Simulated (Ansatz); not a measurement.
Geometry optimisation, Ansatz, UHF/STO-3G.

Input file:

```yaml
crystal:
  periodic: [false, false, false]
  atoms:
    - { symbol: Cl, position_ang: [1.0003, 0.0359, -3.4147] }
    - { symbol: H, position_ang: [1.0656, -0.0688, -2.1377] }
    - { symbol: C, position_ang: [-0.9174, -0.6196, 1.0344] }
    - { symbol: C, position_ang: [-0.7112, 0.7842, 1.0588] }
    - { symbol: C, position_ang: [0.3886, 1.0139, 0.2967] }
    - { symbol: O, position_ang: [0.8729, -0.1448, -0.1992] }
    - { symbol: C, position_ang: [0.0737, -1.1306, 0.2596] }
    - { symbol: H, position_ang: [-1.6977, -1.1625, 1.527] }
    - { symbol: H, position_ang: [-1.3047, 1.5121, 1.5734] }
    - { symbol: H, position_ang: [0.9118, 1.9118, 0.0363] }
    - { symbol: H, position_ang: [0.3182, -2.1316, -0.0344] }
magnetization:
  spin_polarized: true
basis:
  gaussian: { orbitals: STO-3G }
hamiltonian:
  xc: hf
relax:
  f_tol: 0.02
  max_steps: 40
```

Command:

```bash
$ ansatz run input.yaml --threads 1 --pin off --max-ram 2048MiB --backend cpu --events-out ev --progress --plain --runs-dir out
```

Problem. Where does it end, and by what steps?

Solution. The forces met the threshold. Limits of this set-up: minimal basis. After 11 steps the energy has fallen by 0.308 eV; Cl1 moved furthest, 0.64 Å.

| step | energy less start (eV) | largest force component (eV/Å) | accepted |
| --- | --- | --- | --- |
| 0 | 0.0000 | 2.105 | yes |
| 1 | -0.2028 | 0.979 | yes |
| 2 | -0.2692 | 0.824 | yes |
| 3 | -0.2854 | 0.405 | yes |
| 4 | -0.2974 | 0.140 | yes |
| 5 | -0.3028 | 0.126 | yes |
| 6 | -0.3060 | 0.148 | yes |
| 7 | -0.3008 | 0.471 | no |
| 8 | -0.3070 | 0.037 | yes |
| 9 | -0.3077 | 0.068 | yes |
| 10 | -0.3079 | 0.039 | yes |
| 11 | -0.3080 | 0.014 | yes |

```xyz
11
Properties=species:S:1:pos:R:3
Cl 1.591 -0.127 -3.214
H 1.123 -0.100 -1.943
C -0.861 -0.639 1.129
C -0.657 0.785 1.173
C 0.214 1.093 0.155
O 0.582 -0.067 -0.530
C -0.104 -1.116 0.085
H -1.488 -1.223 1.784
H -1.099 1.480 1.869
H 0.647 2.024 -0.189
H 0.052 -2.108 -0.319
```

Whether the end is a true minimum wasn't checked by a vibrational analysis.

The run took 13 s on 1 CPU thread of a shared host.
